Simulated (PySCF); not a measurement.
# Magnetisability: BN

Geometry:
| atom | x (Å) | y (Å) | z (Å) |
| --- | --- | --- | --- |
| B1 | 0.640 | -0.011 | -0.007 |
| N2 | -0.639 | -0.003 | -0.016 |

Level of theory: GIAO B3LYP/aug-pcSseg-1 magnetisability, rotational g tensor and spin-rotation constants, non-relativistic, gas phase in PySCF 2.14.0. Geometry: PBE0-D3(BJ)/def2-SVP, altered.

Problem. How diamagnetic is it, and how anisotropic?

Solution. Isotropic -372 × 10⁻³⁰ J/T², or -22.4 × 10⁻⁶ cm³/mol; principal values -380, -380, -356 × 10⁻³⁰ J/T², anisotropy 24 × 10⁻³⁰ J/T² (root of half the summed squared differences of the principal values). The susceptibility is in cgs units.

Problem. Split it along the inertial axes a, b, c into diamagnetic and paramagnetic parts about the centre of mass, with the quadrupole moment.

Solution. 
```tsv
axis	χ (10⁻⁶ cm³/mol)	diamagnetic (10⁻⁶ cm³/mol)	paramagnetic (10⁻⁶ cm³/mol)	summed x² of all electrons (Å²)	quadrupole Θ (D Å)
a	-21.4	-21.4	0.0	6.4	+4.21
b	-22.9	-38.0	15.1	2.5	-2.11
c	-22.9	-38.0	15.1	2.5	-2.11
```
Anisotropies 2χaa − χbb − χcc = +3.0 and 2χbb − χaa − χcc = -1.5 × 10⁻⁶ cm³/mol. Θ is traceless in Buckingham's convention.

Problem. And the rotational g tensor?

Solution. 
```
axis  rotational constant (GHz)        g  nuclear part  electronic part
   b                    50.1062  +0.1224        0.4777          -0.3554
   c                    50.1062  +0.1224        0.4777          -0.3554
```
Linear; isotopes 11B, 14N; no vibrational averaging.
